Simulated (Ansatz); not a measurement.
**AlH₅NO+: energies and forces away from the minimum**

One table from this session's results is given with a row withheld; the runs are named, their logs left out.

Program: Ansatz 0.2.0, Gaussian basis. Level of theory: single points with forces in def2-TZVPP. These are calculated values, not measurements.

Levels: PBE-D4, r2SCAN-D4, PBE0-D4, wB97M-V, Hartree-Fock, MP2, CCSD, CCSD(T). Each coordinate is moved by a Gaussian draw of the width named (0.7 of it for atoms other than hydrogen): 0.06, 0.09, 0.09, 0.09 Å.

Correlated methods freeze the cores.

11 further runs of the same task are left out: 11 set aside as unsound or not needed.

## The starting structure

The minimum, relaxed at PBE0-D4: SMILES `[NH2][AlH][OH2+]`, 8 atoms, charge 1, spin multiplicity 1.

Atoms are counted from 1 here; the program's logs count them from 0.

Bond lengths: N1–Al2 1.728 Å, N1–H4 1.008 Å, N1–H5 1.011 Å, Al2–O3 1.876 Å, Al2–H6 1.551 Å, O3–H7 0.968 Å, O3–H8 0.968 Å. Angles: Al2–N1–H4 128.6°, Al2–N1–H5 122.3°, H4–N1–H5 109.1°, N1–Al2–O3 108.7°, N1–Al2–H6 143.9°, O3–Al2–H6 107.4°, Al2–O3–H7 123.6°, Al2–O3–H8 126.8°, H7–O3–H8 109.7°.

As a file:

```
N    -1.01956    0.65782   -0.91849
Al    0.10779    0.65059    0.39050
O     0.84107   -1.06987    0.54304
H    -1.27980   -0.10118   -1.52926
H    -1.53540    1.48603   -1.18231
H     0.75010    1.52872    1.49540
H     1.49920   -1.31392    1.21003
H     0.63662   -1.83819   -0.00893
```

Energies of the minimum (eV), from earlier single points: PBE-D4 -10204.30612, r2SCAN-D4 -10209.57997, PBE0-D4 -10205.10799, B3LYP-D4 -10213.10817, wB97M-V -10210.34679, CCSD(T) -10194.01636.

The first run:

File ccsdt-tzvpp/in.yaml:

```yaml
crystal:
  periodic: [false, false, false]
  atoms:
    - {symbol: N, position_ang: [-1.103273, 0.666005, -0.928878]}
    - {symbol: Al, position_ang: [0.089845, 0.650512, 0.353189]}
    - {symbol: O, position_ang: [0.908946, -1.151679, 0.572212]}
    - {symbol: H, position_ang: [-1.355889, -0.139334, -1.570174]}
    - {symbol: H, position_ang: [-1.651060, 1.361034, -1.252348]}
    - {symbol: H, position_ang: [0.721235, 1.588574, 1.480198]}
    - {symbol: H, position_ang: [1.599388, -1.239786, 1.105882]}
    - {symbol: H, position_ang: [0.681734, -1.917156, -0.036636]}
basis:
  gaussian: {orbitals: def2-TZVPP}
total_charge: 1
correlation: {method: ccsd_t}
output: {forces: true}
```

No record of the launch command was kept for these runs.

Among the steps run: Structure 1, width 0.06 Å; Structure 2, width 0.09 Å; Structure 3, width 0.09 Å; Structure 4, width 0.09 Å.

One of the session's tables, all rows but one given; the rest of the session is left out.

```
   method  RMS force component (eV/Å)  angle to CCSD(T) forces (°)
   PBE-D4                       3.927                          2.6
r2SCAN-D4                       3.858                          1.1
  PBE0-D4                           ?                            ?
  wB97M-V                       3.869                          1.0
  CCSD(T)                       3.889                    reference
```

Q: Estimate the row for PBE0-D4 from the others.

As computed: RMS force component (eV/Å): 3.870; angle to CCSD(T) forces (°): 1.3. In the column «RMS force component (eV/Å)» it lies between wB97M-V (3.869) and CCSD(T) (3.889).
